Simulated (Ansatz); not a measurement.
The first iterations of a band of BClH3N (6 atoms, charge 0, multiplicity 1).

These are results of Ansatz, RHF/def2-SVPD, not measurements.

| Quantity | Value |
| --- | --- |
| movable images | 7 |
| climbing image | yes |
| spring | 5.0 eV/Å² |
| optimiser | quadratic models (default) |
| start path | through a guess of the saddle point |
| force threshold | 0.03 eV/Å |
| iteration limit | 60 |
| end points | relaxed |

First end point:

```xyz
6
Properties=species:S:1:pos:R:3
B 0.204 0.066 -0.073
Cl 0.486 -0.408 1.635
H 1.135 0.442 -0.712
N -1.072 -0.014 -0.601
H -1.861 -0.329 -0.077
H -1.271 0.242 -1.544
```

Last end point:

```xyz
6
Properties=species:S:1:pos:R:3
B -0.523 0.003 -0.317
Cl 2.557 -0.041 1.729
H 1.482 -0.024 1.011
N -1.664 0.017 -1.068
H -2.553 -0.268 -0.703
H -1.677 0.313 -2.025
```

| iteration | highest image above the first end (eV) | largest band force component (eV/Å) |
| --- | --- | --- |
| 1 | 6.287 | 5.805 |
| 2 | 4.835 | 2.882 |
| 3 | 4.261 | 4.682 |
| 4 | 4.175 | 1.510 |
| 5 | 4.153 | 3.799 |
| 6 | 4.144 | 1.671 |
| 7 | 4.212 | 3.035 |
| 8 | 4.109 | 0.525 |
| 9 | 4.534 | 7.776 |
| 10 | 4.106 | 0.684 |
| 11 | 4.100 | 0.162 |
| 12 | 5.396 | 10.266 |
| 13 | 5.052 | 8.834 |
| 14 | 4.549 | 6.845 |
| 15 | 6.022 | 12.389 |
| 16 | 5.715 | 11.201 |

Task: Does the band converge within its limit, and where does its top end?

Result: The run converged. It ended after 49 iterations with the highest image 4.108 eV above the first end. Neighbouring images differ by up to 2.3 eV, so the band resolves the path poorly. A vibrational analysis at the climbing image gives one clearly imaginary mode, 813i cm⁻¹: a first-order saddle point. The orbitals stay closed-shell, which can raise the energy where a bond breaks towards radicals; this wasn't checked here.

Run time: 6.1 min on 1 thread of Arm Neoverse V2, with other jobs on the host, peak memory 0.16 GiB.
